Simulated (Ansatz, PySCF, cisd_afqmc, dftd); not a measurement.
System: CS2, charge 0, singlet. CS2 (methanedithione, SMILES S=C=S).
B3LYP-D3(BJ)/def2-TZVP minimum from Ansatz (a quantum-chemistry and plane-wave program):
```xyz
3

S      0.0000     0.0000    -1.5527
C      0.0000     0.0000     0.0000
S      0.0000     0.0000     1.5527
```

Quantity: enthalpy of formation at 298 K (by atomisation, with ideal-gas terms from PySCF's Hessian at B3LYP-D3(BJ)/def2-TZVP and the atoms' measured values of the G2/97 table; no spin-orbit terms), in kcal/mol. Radicals and triplets start from unrestricted determinants; spin-orbit coupling is neglected. Correlated methods leave the cores frozen. Rows without X2C or -DK are non-relativistic. The Monte Carlo rows (phaseless AFQMC, CISD trial, step 0.005/hartree) carry one-sigma bars that omit the constraint's bias. Outlying blocks are dropped, and bars are widened where a walk drifts. Over all cases where full CI ran beside it in this data, AFQMC minus full CI had a median of +0.1 mEh and passed +0.4 mEh in a tenth of the cases. CBS(X,Y): correlation extrapolated as X^-3, Hartree-Fock from the larger set (Q,5: extrapolated as (X+1)exp(-9√X)). A bracket is a step between two methods taken in the basis named. Functionals run without relativity, which enters their misses. 'core' is core correlation in cc-pwCVTZ (1s frozen past Ne), 'X2C' scalar relativity in cc-pVTZ-DK, both at CCSD(T).

Measured: 28.0 kcal/mol, 117.2 kJ/mol (G2/97 table in ASE (Curtiss et al.)); atomic spin-orbit terms, which the calculations lack, would raise the computed values.

```tsv
level	program	enthalpy of formation at 298 K (kcal/mol)	error against that value
r2SCAN/def2-TZVPD	Ansatz	17.1	-10.9
B3LYP-D3(BJ)/def2-TZVPD	Ansatz + dftd3	25.6	-2.4
r2SCANh-D4/def2-TZVPD	Ansatz + dftd4	23.1	-4.9
r2SCANh/def2-TZVPD	Ansatz	23.5	-4.5
CCSDT(Q)/cc-pV(D+d)Z	Ansatz	53.8	25.8
CCSDT(Q)/cc-pV(T+d)Z	Ansatz	38.9	10.9
AFQMC/CISD/cc-pV(D+d)Z	cisd_afqmc	54.2 ± 0.3	26.2
AFQMC/CISD/cc-pV(T+d)Z	cisd_afqmc	38.5 ± 0.7	10.5
CCSD(T)/CBS(cc-pV(Q+d)Z,cc-pV(5+d)Z) + [AFQMC/CISD - CCSD(T)]/cc-pV(T+d)Z + core + X2C	Ansatz + cisd_afqmc	24.6 ± 0.7	-3.4
CCSD(T)/CBS(cc-pV(Q+d)Z,cc-pV(5+d)Z) + [CCSDT(Q) - CCSD(T)]/cc-pV(T+d)Z + core + X2C	Ansatz	25.1	-2.9
```

The highest level lies far from the tabulated value, which was not checked at its source: another state or conformer, missing terms or a fault of the table are possible.
